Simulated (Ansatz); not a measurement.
# BH2F− (SMILES [BH2-]F): where methods fail along a bond

The species is BH2F− (4 atoms), meant as a doublet with charge -1. SMILES: `[BH2-]F`. The coordinates come from a GFN2-xTB relaxation.

```xyz
4

B    -0.0863    0.3044    0.1024
F     1.0319   -0.4688    0.7330
H    -1.1403   -0.3337    0.2562
H     0.1948    0.4981   -1.0915
```

The B1–H4 distance is scanned; the parts on either side stay rigid. Basis STO-3G, 2 core orbitals frozen in the correlated methods; program Ansatz 0.2.0. FCI is exact within this basis and core. Energies in eV from each method's value at 1.242 Å; open shells run as named. The set has no diffuse functions, which an anion needs. The shape above is that at 1.242 Å.

```csv
distance (Å),UHF,UBLYP,UPBE0,UCCSD(T),FCI
1.242,0.00,0.00,0.00,0.00,0.00
1.552,1.14,0.72,0.90,0.87,0.87
1.863,2.80,1.78,2.22,2.22,2.21
2.484,4.91,3.49,4.27,4.50,4.48
```

Departure from the FCI curve at its largest: UHF +0.59 eV at 1.86 Å; UBLYP -0.99 eV at 2.48 Å; UPBE0 -0.21 eV at 2.48 Å; UCCSD(T) +0.02 eV at 2.48 Å. For the functionals part of the departure is owed to the small basis.
